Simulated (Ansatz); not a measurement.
We consider rock-salt PbTe, described by r²SCAN (Ansatz, a first-principles code, PAW).

Total energies, extrapolated to zero smearing (they compare only within this program, potentials and cutoff):

| system | energy (eV/atom) |
|---|---|
| rock-salt PbTe, relaxed | -9458.3437 |
| trigonal Te | -6994.8233 |
| fcc Pb | -11920.8566 |

Work out the formation enthalpy per atom.

ΔH_f ≈ ΔE = -9458.3437 − [1 × (-6994.8233) + 1 × (-11920.8566)]/2 = -0.504 eV/atom (0 K, no vibrations). The reference value is -0.366 eV/atom (measured, 298 K, copied from a table, unchecked, not corrected to a static lattice; as tabulated in the CRC Handbook), a difference of -0.138 eV/atom.

Spin–orbit coupling is left out; its size isn't shown.

The PAW data were made under PBE.

Note: an element that serves as reference has a cell well above its measured volume.
